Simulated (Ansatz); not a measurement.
## Low-lying states of CF

Computed with Ansatz's Gaussian-basis code (development build). State-averaged CASSCF with equal weights; occupations are averaged over the states; levels count from the state that is lowest in CASSCF. CASSCF levels without dynamic correlation can be off by over 1 eV. Solutions may break the symmetry of the shape. Lower solutions, or ones in other orbitals, may exist. The average may hold one member of a degenerate pair alone.

Geometry: bond length 1.2700 Å.

Basis cc-pVTZ, nonrelativistic, 2 orbitals frozen in the corrections; active space CAS(5,5). Averaged: 3 doublets.

**Question.** Give the levels in order.

**Answer.** 

```csv
state,CASSCF (eV)
doublet,0.000
doublet,0.000
doublet,6.501
```

Occupations: 1.98, 1.64, 0.68, 0.68, 0.02.

Same geometry.

Basis cc-pVTZ, nonrelativistic, 2 orbitals frozen in the corrections; active space CAS(5,5). Averaged: 1 doublet, 1 quartet.

**Question.** Give the levels in order, with their spins.

**Answer.** 

```tsv
state	CASSCF (eV)
doublet	0.000
quartet	2.694
```

Occupations: 1.98, 1.47, 1.00, 0.53, 0.02.

Geometry: bond length 1.3970 Å.

Basis cc-pVTZ, nonrelativistic, 2 orbitals frozen in the corrections; active space CAS(5,5). Averaged: 3 doublets.

**Question.** Give the levels in order.

**Answer.** 

```json
{"state": "doublet", "CASSCF (eV)": "0.000"}
{"state": "doublet", "CASSCF (eV)": "0.000"}
{"state": "doublet", "CASSCF (eV)": "6.165"}
```

Occupations: 1.97, 1.63, 0.68, 0.68, 0.03.
